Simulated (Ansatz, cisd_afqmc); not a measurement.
Species: NH$_{2}$, charge -1, singlet. NH2- (SMILES [NH2-]).
B3LYP-D3(BJ)/def2-TZVP minimum from Ansatz (a quantum-chemistry and plane-wave program):
```
N
H 1 1.0353
H 1 1.0353 2 100.42
```
Charge -1, spin multiplicity 1.

Total energies in aug-cc-pVTZ, 8 correlated electrons, 1 frozen orbitals. Radicals and triplets start from unrestricted determinants; spin-orbit coupling is neglected. Correlated methods leave the cores frozen. No relativity. The Monte Carlo rows (phaseless AFQMC, CISD trial, step 0.005/hartree) carry one-sigma bars that omit the constraint's bias. Outlying blocks are dropped, and bars are widened where a walk drifts. Over all cases where full CI ran beside it in this data, AFQMC minus full CI had a median of +0.1 mEh and passed +0.4 mEh in a tenth of the cases.

| method | program | energy (Eh) | minus CCSDT(Q) (mEh) |
|---|---|---|---|
| HF | Ansatz | -55.54792 | 277.21 |
| MP2 | Ansatz | -55.80934 | 15.79 |
| CCSD | Ansatz | -55.81197 | 13.15 |
| CCSD(T) | Ansatz | -55.82425 | 0.88 |
| CCSDT(Q) | Ansatz | -55.82513 | 0.00 |
| AFQMC/CISD | cisd_afqmc | -55.8248 ± 0.0004 | 0.3 ± 0.4 |

Rough core times of Ansatz's runs on a shared machine: CCSD(T) under 20 s, CCSDT(Q) 2 min.
